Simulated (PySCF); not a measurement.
Molecule: `InChI=1S/C4H5FO/c5-4(6)3-1-2-3/h3H,1-2H2`.

Bonds (- single, = double, # triple, : aromatic): O1=C2 1.187 Å, C2-F3 1.340 Å, C2-C4 1.474 Å, C4-C5 1.514 Å, C5-C6 1.481 Å, C6-C4 1.513 Å. C4 carries H7; C5 carries H8, H9; C6 carries H10, H11. H9, H11 are cis to C2 on the ring; H8, H10 are trans to C2 on the ring.

Geometry PBE0-D3(BJ)/def2-SVP throughout; GIAO in PySCF 2.14.0 with density-fitted response routines, gas phase, one conformer, non-relativistic; equivalent atoms averaged; basis pcSseg-2.

(1) How do the shifts δ (against H2O, TMS, CFCl3 at the same level) depend on the functional? (ppm; last column core-seconds on 1 thread of an AMD EPYC 7B13, shared host)

(2) Which nucleus moves most, in ppm?

Answers

(1) 
```tsv
functional	kind	O1	C2	C5/C6	C4	F3	H7	H9/H11	H8/H10	core-s
HF	Hartree–Fock	386.9	176.2	8.6	6.7	60.4	1.27	1.22	0.94	17
LDA	LDA	404.6	182.1	15.9	15.3	45.5	1.71	1.20	1.06	37
PBE	GGA	389.8	177.0	15.2	14.0	42.9	1.61	1.17	1.03	45
BLYP	GGA	389.9	177.8	15.2	13.7	40.4	1.59	1.18	1.04	45
BP86	GGA	387.0	176.6	15.4	14.3	41.8	1.60	1.18	1.02	44
OPBE	GGA	377.8	170.4	15.1	13.9	45.8	1.61	1.20	1.02	45
```

(2) O1 (carbonyl oxygen): from 377.8 ppm with OPBE to 404.6 ppm with LDA. The smallest spread is 0.05 ppm, at H9/H11. Proton shifts span only some 12 ppm, so a few tenths of a ppm matter as much there as several ppm in carbon.
